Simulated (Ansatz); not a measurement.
## [SiH₃···H···N], quartet along the distance Si1-H5

Starting geometry:

| atom | x (Å) | y (Å) | z (Å) |
| --- | --- | --- | --- |
| Si | -0.9739 | 0.0000 | 0.0000 |
| H | -1.4688 | 1.3997 | 0.0000 |
| H | -1.4688 | -0.6999 | 1.2122 |
| H | -1.4688 | -0.6999 | -1.2122 |
| H | 0.5107 | 0.0000 | 0.0000 |
| N | 2.2331 | 0.0000 | 0.0000 |

From there atom H5 is moved from one fragment to the other while all else, the fragments' distance too, stays fixed, so the hump isn't the reaction's barrier; atoms are numbered as listed. Energies are in kJ/mol, counted from the starting geometry at the same level. Kohn–Sham curves are unrestricted where that lies lower.

Basis cc-pVDZ; Ansatz 0.2.0. Correlated methods freeze the noble-gas cores. Prefix R: restricted or restricted open-shell reference; prefix U: unrestricted.

Full CI isn't at hand for all of this; UCCSDT(Q) serves as the reference, and is uncertain by the last step of the cluster series or more.

```csv
distance Si1-H5 (Å),B2PLYP
1.381,6.7
1.485,0.0
1.582,10.0
1.680,27.0
1.777,42.4
1.875,49.1
1.972,44.5
2.070,34.8
2.167,33.9
```

Q: Estimate the UCCSDT(Q) curve in cc-pVDZ from this one, knowing how B2PLYP differs from it in such a basis.

A: The computed UCCSDT(Q) values, in kJ/mol from the starting point, and the difference of B2PLYP against them:
```
distance Si1-H5 (Å)  UCCSDT(Q)  B2PLYP less UCCSDT(Q)
              1.381        4.0                    2.7
              1.485        0.0                    0.0
              1.582       13.5                   -3.5
              1.680       35.0                   -8.0
              1.777       55.3                  -12.9
              1.875       66.3                  -17.2
              1.972       64.6                  -20.1
              2.070       56.0                  -21.2
              2.167       55.5                  -21.6
```

The difference spans 24.3 kJ/mol and is largest, -21.6 kJ/mol, at 2.167 Å.

In so small a basis the reference is far from its limit. A double hybrid takes much of its correlation from a semilocal functional, which needs less basis, so its difference from the reference holds the reference's basis and frozen-core error beside its own.
